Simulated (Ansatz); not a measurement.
# SiH− (singlet): from Hartree-Fock to the top rungs at distance Si1–H2 = 4.172 Å, aug-cc-pVDZ

An exercise on one series of results from a longer session: the logs are not shown, and one member is left open.

The runs use Ansatz 0.2.0, Gaussian basis; aug-cc-pVDZ, core rule «outside noble gas», up to 5 orbitals frozen.

To be run: UHF; CCSD(T) on RHF; CCSD(T) on UHF; BCCD(T) on RHF; CISD; CCSDT(Q) on RHF; CCSDT(Q) on UHF; CASSCF and MRCISD+Q, 2 electrons in 2 orbitals; CASSCF and NEVPT2, 2 electrons in 2 orbitals; Full CI.

27 further runs of the same task are left out: 8 for a known fault of the program, 13 that didn't finish, 6 set aside as unsound or not needed. Runs told in other sessions of the task aren't counted.

## The geometry

The geometry derives from a PBE0/def2-TZVPD stationary point (not a proven minimum). One bond is set to the value named and the two fragments are kept rigid.

2 atoms, charge -1, spin multiplicity 1.

Atoms are counted from 1 here; the program's logs count them from 0.

No contacts short enough for the rule that draws bonds.

Set-up of the first run:

The input, in.yaml:

```yaml
crystal:
  periodic: [false, false, false]
  atoms:
    - {symbol: Si, position_ang: [0.000000, 0.000000, 0.000000]}
    - {symbol: H, position_ang: [0.000000, 0.000000, 4.172000]}
basis:
  gaussian: {orbitals: aug-cc-pVDZ}
total_charge: -1
magnetization: {spin_polarized: true, initial_magnetization: 0}
hamiltonian: {xc: hf}
output: {orbitals: {seedname: orbitals}}
```

Launch:

```sh
ansatz run in.yaml --threads 1 --pin off --events-out ev --progress --plain --max-ram 2393MiB
```

Among the steps run: UHF; CCSD(T) on RHF; CCSD(T) on UHF; BCCD(T) on RHF; CISD; CCSDT(Q) on RHF; CCSDT(Q) on UHF; CASSCF and MRCISD+Q, 2 electrons in 2 orbitals; CASSCF and NEVPT2, 2 electrons in 2 orbitals; Full CI.

One table of the session follows, with a row left open; its other results are not shown here.

| method | from FCI (meV) |
| --- | --- |
| RHF | ? |
| RMP2 | +1656.2 |
| CISD | +857.6 |
| RCCSD | +462.6 |
| RCCSD(T) | +221.2 |
| BCCD(T) | +247.9 |
| RCCSDT | +53.1 |
| RCCSDT(Q) | -59.6 |
| FCI | 0 |

Estimate the missing values for RHF.

The run gave: from FCI (meV): +4013.5. In the column «from FCI (meV)» it is the highest.

Left out of the table: CASSCF pair, NEVPT2 pair, MRCISD pair, MRCISD+Q pair (the active space lost an orbital or holds another state than full CI finds).

To keep in mind: The report flags that the cluster equations may have other roots. Left out of the table: UHF, UMP2, UCCSD, UCCSD(T), UCCSDT, UCCSDT(Q) (another determinant or state than the rows shown). The program flags RCCSDT(Q) as in doubt, so those rows may rest on another solution. RCCSDT(Q) falls below full CI, which methods that aren't variational can do.
